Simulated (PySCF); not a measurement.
# isobutyric acid: calculation and literature

Structure with atom numbers: `[CH3:1][CH:2]([CH3:3])[C:4](=[O:5])[OH:6]`. Hydrogens are named by the atom that carries them.

The experiment to reproduce: δ 13C C2 34.1; C1/C3 18.8; δ 1H H(C2) 2.56; H(C1)/H(C3) 1.21 ppm (measured; solution, not stated per compound (mostly CDCl3 or CCl4); Pretsch, Buehlmann, Badertscher, Structure Determination of Organic Compounds, 4th ed. (2009)).

All values are calculated (PySCF 2.14.0 with density-fitted response routines): geometry from GFN2-xTB, PBE0/pcSseg-1 with gauge-including orbitals. Non-relativistic, equivalent nuclei averaged, in vacuum, single conformer.

**Question.** What does the calculation give, and how does it compare?

**Answer.** 
Reference values: measured (solution, not stated per compound (mostly CDCl3 or CCl4); Pretsch, Buehlmann, Badertscher, Structure Determination of Organic Compounds, 4th ed. (2009)).
```
      atoms  quantity  reference  computed  computed, scaled
         C2     δ 13C       34.1      36.4              33.4
      C1/C3     δ 13C       18.8      21.7              19.0
      H(C2)      δ 1H       2.56      2.56              2.52
H(C1)/H(C3)      δ 1H       1.21      1.25              1.29
```

Computed shifts are σ(ref) − σ with the named reference compound (TMS for H and C) calculated as an isolated molecule at the same level. The measured values may be among those fitted. Scaled to experiment by linear calibration (H and C: mostly CDCl3 data, vs TMS): 13C (scatter 2.1 ppm rms, 2.3 ppm with the 2 outliers that the fit left out); 1H (scatter 0.16 ppm rms, 0.17 ppm with the 2 outliers that the fit left out). Occasional misses reach two or three times the rms, and more in compound classes unlike the fitted ones. Hydrogens on heteroatoms aren't scaled, only referred to computed TMS.

**Question.** How far are the unscaled 13C shifts from the references?

**Answer.** Mean signed difference +2.60 ppm, mean absolute 2.60 ppm over 2 comparisons; the largest is +2.9 ppm at C1/C3 (methyl carbon).

**Question.** How far are the unscaled 1H shifts from the references?

**Answer.** Mean signed difference +0.02 ppm, mean absolute 0.02 ppm over 2 comparisons; the largest is +0.04 ppm at H(C1)/H(C3) (hydrogen on a methyl carbon).

4 of the 5 published NMR values on file for this molecule are compared. The rest: values whose atom or origin is in doubt.
